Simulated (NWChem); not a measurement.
## Basis-set dependence for ethanol (C$_{2}$H$_{6}$O)

```
C
H 1 1.1020
O 1 1.4032 2 106.05
H 3 0.9628 1 107.89 2 -178.68
H 1 1.1097 2 106.18 3 -118.83
C 1 1.5168 2 109.82 5 -118.63
H 6 1.1006 1 110.52 2 -62.17
H 6 1.1012 7 108.46 1 -122.31
H 6 1.1032 7 107.86 8 -116.01
```
Charge 0, spin multiplicity 1.

All runs are NWChem calculations. All single points use one geometry, from PBE0/def2-SVP, a minimum by its harmonic frequencies. It is one conformer; others weren't searched.

Hartree-Fock energies in Ha, correlation energies in mHa.

The correlated methods keep 3 core orbitals frozen. No row is a measurement; the coupled-cluster row has its own basis-set and correlation limits.

```tsv
basis	functions	RHF	MP2	SCS-MP2	CCSD	CCSD+T(CCSD)	CCSD(T)	CR-CCSD[T]	CR-CCSD(T)
3-21G	39	-153.22012	-300.9	-304.7	-332.2	-339.5	-339.1	-338.1	-337.8
cc-pVDZ	72	-154.09197	-481.5	-479.4	-519.3	-532.4	-532.0	-529.5	-529.2
```

From 3-21G to cc-pVDZ the Hartree-Fock energy moves by -871.8 mHa and the MP2 correlation energy by -180.6 mHa, which is 38 % of its value in the larger set.
